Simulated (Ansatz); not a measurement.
Species: C3H4 (charge +1, doublet). SMILES of the parent species: C=C=C
Coordinates optimised at B3LYP-D3(BJ)/def2-TZVP (Ansatz, a quantum-chemistry and plane-wave program):
```xyz
7

C      1.3106     0.0150     0.0000
C      0.0000     0.0000     0.0000
C     -1.3106    -0.0150     0.0000
H      1.8775    -0.4057    -0.8320
H      1.8677     0.4487     0.8320
H     -1.8766     0.3292    -0.8670
H     -1.8686    -0.3722     0.8670
```
Charge +1, spin multiplicity 2.

Parts of the frozen-core correlation energy in cc-pwCVTZ (Ansatz, hartree). Frozen orbitals: 3; correlated occupied orbitals by spin: 8 and 7; virtual: 174 and 175. UHF or UKS for open shells. No spin-orbit coupling. Non-relativistic.

| term | value |
|---|---|
| reference (HF) | -115.60216 |
| MP2 opposite-spin | [?] |
| MP2 same-spin | [?] |
| CCSD correlation | -0.46148 |
| (T) | [?] |
| T1 diagnostic | 0.031 |
| largest doubles amplitude | 0.058 |
| <S^2> of the reference | 0.853 |

Q: Some entries are withheld; supply them.

A: 
- MP2 opposite-spin, value: -0.32883
- MP2 same-spin, value: -0.09371
- (T), value: -0.02149
